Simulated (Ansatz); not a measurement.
# H₃S, doublet: reading a ladder of total energies

Geometry: that of the H3S⁻, singlet, kept fixed.

```csv
atom,x (Å),y (Å),z (Å)
S,0.0000,-0.0470,0.0142
H,0.0000,0.0596,-1.8788
H,0.0000,1.2756,-0.1011
H,0.0000,0.1591,1.5270
```

Basis aug-cc-pVDZ; Ansatz 0.2.0. Only valence electrons are correlated (noble-gas cores frozen), which leaves 9 electrons in 49 orbitals. R marks a restricted (for open shells ROHF) determinant, U an unrestricted one.

Full CI isn't at hand for all of this; UCCSDT(Q) serves as the reference, and is uncertain by about the last step of the cluster series.

Runs differ by some tens of microhartree through their thresholds and, for an open shell, their frozen cores, so steps under 0.03 kcal/mol mean nothing.

```csv
level,total energy (hartree)
UHF,-399.165673
UMP2,-399.328378
UCCSD,-399.355125
UCCSD(T),-399.361132
UCCSDT,-399.361949
UCCSDT(Q),-399.362337
```

**Question.** What is the correlation energy at UCCSDT(Q), and what share of it do UMP2 and UCCSDT recover?

**Answer.** E(corr) = -399.362337 − (-399.165673) = -0.196664 hartree = -5.352 eV. UMP2: -0.162705 / -0.196664 = 82.73 %. UCCSDT: -0.196276 / -0.196664 = 99.80 %.

**Question.** By how many kcal/mol does UCCSD(T) miss UCCSDT(Q) (1 hartree = 627.509 kcal/mol), and which steps make up the rest?

**Answer.** -399.361132 − (-399.362337) = 0.001205 hartree = 0.76 kcal/mol. Steps: UCCSDT − UCCSD(T) = -0.51, UCCSDT(Q) − UCCSDT = -0.24 kcal/mol. That is within 1 kcal/mol of the reference in this basis, which itself misses far more of the correlation at the basis-set limit.
